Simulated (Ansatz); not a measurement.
For As (model structure, started from the hcp type, P6₃/mmc, No. 194, 2 atoms in the cell), PBE-D3(BJ) (Ansatz, an electronic-structure program, PAW) gives:

```
Item                   Value
-------------------  -------
lattice constant a   2.941 Å
lattice parameter c  4.899 Å
```

What does r²SCAN in Ansatz (PAW) give for the same quantities?


- lattice constant a: 2.969 Å (grows by 1.0 %)
- lattice parameter c: 4.979 Å (goes up by 1.6 %)

Changes are worked out from the printed values.

Unless a cell is named, each level is at its own relaxed cell (PBE-D3(BJ) 18.34, r²SCAN 19.00 Å³/atom).

Ansatz's density-functional and Hartree–Fock values are scalar-relativistic unless marked +SOC, with PAW data made under PBE.

A model structure was made by putting elements into a prototype or built by hand; it is no filed structure, need not be a known phase, and can be a saddle point held by its symmetry.
